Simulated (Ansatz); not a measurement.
# H2S2 (SMILES SS): MP2/STO-3G

What is the vertical ionisation energy of H2S2 at MP2/STO-3G? 

Program for the calculation: Ansatz 0.2.0.

44 further runs of the same task are left out: 10 that didn't finish, 34 set aside as unsound or not needed.

### Step 1. The structure to begin with

H2S2 has 4 atoms, charge 0, and is taken as a singlet. SMILES: `SS`. The coordinates come from a PBE0-D4/def2-TZVP relaxation.

Bond lengths: S1–S2 2.046 Å, S1–H3 1.347 Å, S2–H4 1.347 Å. Angles: S1–S2–H4 98.6°, S2–S1–H3 98.6°.

### Step 2. A single-point energy at MP2/STO-3G

File job.yaml:

```yaml
crystal:
  periodic: [false, false, false]
  atoms:
    - {symbol: S, position_ang: [0.784480, -0.789210, 0.166690]}
    - {symbol: S, position_ang: [0.060220, 1.121560, 0.067360]}
    - {symbol: H, position_ang: [-0.225420, -1.352590, 0.856880]}
    - {symbol: H, position_ang: [-0.619290, 1.020250, -1.090950]}
basis:
  gaussian:
    orbitals: STO-3G
magnetization:
  spin_polarized: false
  initial_magnetization: 0
correlation:
  method: mp2
  frozen_orbitals: {H: 0, S: 5}
accuracy: high
```

Command:

```
$ ansatz run job.yaml --threads 1 --pin off --max-ram 3480MiB --events-out events.jsonl --progress --plain --runs-dir runs
```

Log:

```text
Warning: RAYON_NUM_THREADS=1 ignored (pool sized by the plan → 1); use --threads N
Functional definition: HF
  name "HF"
  exchange = exact_x
  correlation = 0
344 factors; integrals over basis functions are off by at most 1.3e-8 eV
mean field evaluation 1: about -21428.2268 eV, gradient 9.4e0 eV
mean field evaluation 2: about -21428.2730 eV, gradient 9.5e0 eV
mean field evaluation 4: about -21428.7074 eV, gradient 2.0e-1 eV
mean field evaluation 8: about -21428.7073 eV, gradient 1.3e-5 eV
mean field -21428.70726893 eV, -787.4904672339 hartree, gradient 3.2e-8 eV, S^2 0.000000; 0 other end points of the search recorded, 0 dependent functions left out
10 core orbitals not correlated: weight in the atoms' cores, before any rotation towards them, 1.000 or more for the frozen orbitals, at most 0.000 for the correlated occupied ones
reference -21428.70726893 eV, -787.4904672339 hartree; 7, 7 occupied and 3, 3 virtual orbitals, 344 factors
second order -1.29860871 eV of doubles, -0.00000000 eV of singles
Total energy: -21430.00587764 eV, -787.5381902237 hartree
```

Run time: 0.08 s. Hardware: 1 thread of Intel Xeon 6975P-C (Granite Rapids), shared host.

### Step 3. The doublet cation at the same level

File input.yaml:

```yaml
crystal:
  periodic: [false, false, false]
  atoms:
    - symbol: S
      position_ang: [0.784480, -0.789210, 0.166690]
    - symbol: S
      position_ang: [0.060220, 1.121560, 0.067360]
    - symbol: H
      position_ang: [-0.225420, -1.352590, 0.856880]
    - symbol: H
      position_ang: [-0.619290, 1.020250, -1.090950]
basis:
  gaussian: {orbitals: STO-3G}
total_charge: 1
magnetization: {spin_polarized: true, initial_magnetization: 1}
correlation: {method: mp2, frozen_orbitals: {H: 0, S: 5}}
accuracy: high
```

Command:

```
$ ansatz run input.yaml --threads 1 --pin off --max-ram 3480MiB --events-out events.jsonl --progress --plain --runs-dir runs
```

Log:

```text
Warning: RAYON_NUM_THREADS=1 ignored (pool sized by the plan → 1); use --threads N
[... 4 set-up lines as earlier in the session ...]
344 factors; integrals over basis functions are off by at most 1.3e-8 eV
mean field evaluation 1: about -21421.2263 eV, gradient 8.1e0 eV
mean field evaluation 2: about -21421.2630 eV, gradient 8.1e0 eV
mean field evaluation 4: about -21422.1386 eV, gradient 1.7e0 eV
mean field evaluation 8: about -21422.3606 eV, gradient 2.3e-1 eV
mean field evaluation 16: about -21422.3639 eV, gradient 1.3e-8 eV
mean field -21422.36392589 eV, -787.2573536765 hartree, gradient 2.2e-8 eV, S^2 0.761348; 3 other end points of the search recorded, 0 dependent functions left out
10 core orbitals not correlated: weight in the atoms' cores, before any rotation towards them, 1.000 or more for the frozen orbitals, at most 0.000 for the correlated occupied ones
reference -21422.36392589 eV, -787.2573536765 hartree; 7, 6 occupied and 3, 4 virtual orbitals, 344 factors
second order -1.30202055 eV of doubles, -0.00000000 eV of singles
Total energy: -21423.66594644 eV, -787.3052020493 hartree
```

It took 0.14 s on 1 thread of Intel Xeon 6975P-C (Granite Rapids), shared host.

### Step 4. Summary of results

Level: MP2/STO-3G, 10 core orbitals frozen.

```
                                                    quantity          value
                                  singlet H2S2: total energy  -787.53819 Eh
  singlet H2S2: correlation energy (10 core orbitals frozen)      -47.7 mEh
                                doublet cation: total energy  -787.30520 Eh
doublet cation: correlation energy (10 core orbitals frozen)      -47.8 mEh
           doublet cation: ⟨S²⟩ of the reference determinant          0.761
          vertical ionisation energy (to the doublet cation)       6.340 eV
```

What this shows: Removing an electron at fixed nuclei costs 6.34 eV (146 kcal/mol). In a minimal basis such a difference can be off by several eV, whatever the method.
